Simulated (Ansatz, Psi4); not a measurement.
**[HO2]− (hydroperoxide(1-)): a line through the functionals**

[HO2]−: 3 atoms, total charge -1, spin state singlet. SMILES: `[O-]O`. Geometry: relaxed at PBE0-D4/def2-TZVPD.

The HOMO–LUMO gap y, in eV, basis def2-TZVPPD; a is the functional's share of exact exchange. Programs: Ansatz 0.2.0, Psi4 1.11.

```
functional  program     a  y (eV)
    revPBE     Psi4     0    1.31
       PBE     Psi4     0    1.42
     TPSSh     Psi4   0.1       ?
     B3LYP     Psi4   0.2    3.12
   r2SCAN0   Ansatz  0.25    4.10
      PBE0     Psi4  0.25    3.54
     BHLYP     Psi4   0.5    5.57
```

Question: Fit y = c + s·a to the known rows and predict TPSSh.

Answer: 
1. Means of the 6 rows: a = 0.2000, y = 3.177.
2. Σ(Δa)² = 0.175, Σ(Δa·Δy) = 1.507, so the slope is 1.507/0.175 = 8.6114.
3. Intercept: 3.177 − (8.6114) × 0.2000 = 1.455. The largest residual of the fit is 0.49.
4. TPSSh: 1.455 + (8.6114) × 0.1 = 2.32 eV.

The run gave 2.43 eV, so the prediction is off by -0.11 eV, within the largest residual. Exact exchange lowers occupied levels and raises empty ones. The rows mix families of semi-local functionals, which the line can't see.
